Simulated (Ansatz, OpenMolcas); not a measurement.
CO2 (carbon dioxide): the vertical ionisation energy from total energies

The species is CO2 (3 atoms), meant as a singlet with charge 0. As SMILES, `O=C=O`. The shape is that of a PBE0-D4/def2-TZVP optimisation.

```xyz
3

O     0.3716   -1.0919    0.0882
C     0.0001    0.0001    0.0001
O    -0.3718    1.0918   -0.0883
```

Both states at this one shape; open shells run unrestricted unless said. 1 Eh = 27.2114 eV.

| level | program | singlet CO2 (Eh) | doublet [CO2]+ (Eh) |
| --- | --- | --- | --- |
| SVWN5/cc-pVTZ | OpenMolcas | -187.265137 | -186.750493 |
| B3LYP/cc-pVTZ | OpenMolcas | -188.660516 | -188.154070 |
| MP2/STO-3G, 3 core orbitals frozen | Ansatz | -185.261580 | -184.866305 |
| BCCD(T)/STO-3G, 3 core orbitals frozen | Ansatz | -185.273979 | -184.910174 |

Problem. Work out the vertical ionisation energy at each level.

Solution. 
1. SVWN5/cc-pVTZ: -186.750493 − (-187.265137) = 0.514644 Eh = 14.00 eV; against experiment +0.22 eV.
2. B3LYP/cc-pVTZ: -188.154070 − (-188.660516) = 0.506446 Eh = 13.78 eV; against experiment 0.00 eV.
3. MP2/STO-3G: -184.866305 − (-185.261580) = 0.395275 Eh = 10.76 eV; against experiment -3.02 eV.
4. BCCD(T)/STO-3G: -184.910174 − (-185.273979) = 0.363805 Eh = 9.90 eV; against experiment -3.88 eV.

The measured vertical value is 13.78 eV (NIST CCCBDB). Minimal sets are far from the basis-set limit. The second state is spin-contaminated at MP2/STO-3G (⟨S²⟩ = 0.97). The second state is spin-contaminated at BCCD(T)/STO-3G (⟨S²⟩ = 0.97).
